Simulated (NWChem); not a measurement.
# UFT97/6-311++G(3df,3pd) (density fitting with weigend coulomb fitting) run of CH2BF (SMILES B[C]F)

Aim: the energy difference between two shapes of CH2BF at UFT97/6-311++G(3df,3pd) (density fitting with weigend coulomb fitting), from 2 runs. 

The results are computed with NWChem 7.3.0.

2 further runs of the same task are left out: 2 that didn't finish.

**1. The molecule**

CH2BF: 5 atoms, total charge 0, spin state triplet. As SMILES, `B[C]F`. Geometry: relaxed at GFN2-xTB.

Bond lengths: B1–C2 1.475 Å, C2–F3 1.312 Å, B1–H4 1.167 Å, B1–H5 1.176 Å. Angles: B1–C2–F3 134.8°, C2–B1–H4 120.2°, C2–B1–H5 118.7°, H4–B1–H5 121.1°.

**2. The energy at UFT97/6-311++G(3df,3pd) (density fitting with weigend coulomb fitting)**

Input file ch2bf.nw:

```
start ch2bf
title "CH2BF"
memory 2200 mb

geometry units angstrom noautosym nocenter noautoz
B     -0.505570    -0.250120    -0.120900
C      0.899880     0.179790    -0.245440
F      1.716060     0.896670     0.490070
H     -0.994750    -0.904870    -0.953460
H     -1.115610     0.078530     0.829720
end

basis spherical
* library "6-311++G(3df,3pd)"
end

basis "cd basis" spherical
* library "weigend coulomb fitting"
end

dft
xc ft97
mult 3
grid medium
iterations 100
mulliken
noprint "final vectors analysis"
end

task dft energy
```

Command:

```sh
$ nwchem ch2bf.nw > ch2bf.out
```

Log:

```text
[...]
          Wavefunction type:  spin polarized.
          No. of atoms     :     5
          No. of electrons :    22
[...]
          Charge           :     0
          Spin multiplicity:     3
[...]
          AO basis - number of functions:   153
[...]
              XC Information
              --------------
           Filatov Thiel 1997 Method XC Functional
                        Slater Exchange Functional  1.000 local
            Filatov Thiel 1997 Method X Functional  1.000 non-local
            Filatov Thiel 1997 Method C Functional  1.000
[...]
 d= 0,ls=0.0,diis     1   -163.7578556175 -2.16D+02  3.60D-03  2.14D-01     1.1
[...]
 d= 0,ls=0.0,diis    10   -163.8322939230 -3.47D-07  2.30D-06  1.98D-07     5.0
[...]
         Total DFT energy =     -163.832293923006
      One electron energy =     -327.412694869154
           Coulomb energy =      131.834030988504
    Exchange-Corr. energy =      -20.542224585328
 Nuclear repulsion energy =       52.288594542972
[...]
      Total Density - Mulliken Population Analysis
     ---------------------------------------------
    Atom       Charge   Shell Charges
 -----------   ------   -------------------------------------------------------
    1 B    5     4.09   1.14  0.84  0.49  0.65  0.83  0.12 -0.01  0.01  0.00  0.00  0.03 -0.02  0.00
    2 C    6     6.44   1.11  0.88  0.55  0.80  1.28  0.98  0.62  0.11  0.04  0.00  0.07 -0.00  0.02
    3 F    9     9.14   1.08  0.91  1.17  1.10  2.31  0.90  1.61  0.00  0.03  0.00  0.00  0.02  0.00
    4 H    1     1.16   0.27  0.62  0.25 -0.02  0.00  0.01  0.02  0.00
    5 H    1     1.17   0.26  0.62  0.26 -0.01  0.00  0.01  0.03  0.00
[...]
      <S2> =      2.0069 (Exact =     2.0000)
[...]
```

It took 5.7 s on 1 thread of AMD EPYC 9R45 (Zen 5), shared host; peak memory 0.13 GiB.

**3. The distorted shape at the same level**

Input file mymol.nw:

```
start mymol
title "CH2BF FT97"
memory 2200 mb
geometry noautosym nocenter noautoz
  B    -0.536052   -0.245912   -0.117313
  C     0.887528    0.146435   -0.247151
  F     1.752555    1.027806    0.454674
  H    -0.987333   -0.883097   -0.904492
  H    -1.029618    0.060811    0.769562
end
basis "ao basis" spherical
  * library "6-311++G(3df,3pd)"
end
basis "cd basis" spherical
  * library "weigend coulomb fitting"
end
dft
  xc ft97
  mult 3
  grid medium
  maxiter 100
  mulliken
  print low
end
task dft energy
```

Command:

```sh
$ nwchem mymol.nw > mymol.out
```

Log:

```text
[...]
 d= 0,ls=0.0,diis     1   -163.7209045733 -2.14D+02  4.18D-03  2.36D-01     1.1
[...]
 d= 0,ls=0.0,diis    10   -163.8117022520 -9.56D-07  2.52D-06  1.91D-07     5.0
[...]
         Total DFT energy =     -163.811702251968
      One electron energy =     -324.390280782772
           Coulomb energy =      130.450847392159
    Exchange-Corr. energy =      -20.548052557404
 Nuclear repulsion energy =       50.675783696049
[...]
      Total Density - Mulliken Population Analysis
     ---------------------------------------------
    Atom       Charge   Shell Charges
 -----------   ------   -------------------------------------------------------
    1 B    5     4.02   1.14  0.84  0.52  0.64  0.81  0.11 -0.05  0.01  0.01  0.00  0.03 -0.03  0.00
    2 C    6     6.43   1.11  0.88  0.52  0.81  1.23  1.01  0.64  0.12  0.04  0.00  0.05  0.00  0.01
    3 F    9     9.20   1.08  0.91  1.16  1.11  2.29  0.90  1.69 -0.03  0.06  0.00  0.00  0.02  0.00
    4 H    1     1.17   0.28  0.62  0.24 -0.02  0.00  0.01  0.02  0.00
    5 H    1     1.19   0.30  0.63  0.24 -0.02  0.00  0.02  0.02  0.00
[...]
      <S2> =      2.0077 (Exact =     2.0000)
[...]
```

It took 5.7 s on 1 thread of AMD EPYC 9R45 (Zen 5), shared host; peak memory 0.13 GiB.

**4. Summary of results**

At UFT97/6-311++G(3df,3pd) (density fitting with weigend coulomb fitting):

| quantity | value |
| --- | --- |
| first shape: total energy | -163.83229 Eh |
| first shape: dipole moment | 0.21 D |
| first shape: ⟨S²⟩ | 2.007 |
| distorted shape: total energy | -163.81170 Eh |
| distorted shape: ⟨S²⟩ | 2.008 |
| energy change with the atoms displaced | 0.560 eV |

What this shows: With the atoms displaced the energy rises by 0.56 eV (12.9 kcal/mol). The first shape isn't relaxed at this level, so the change isn't measured from a minimum. Mulliken charges (distorted shape) run from -0.43 on C2 to +0.98 on B1; in a basis this large or diffuse they mean little.
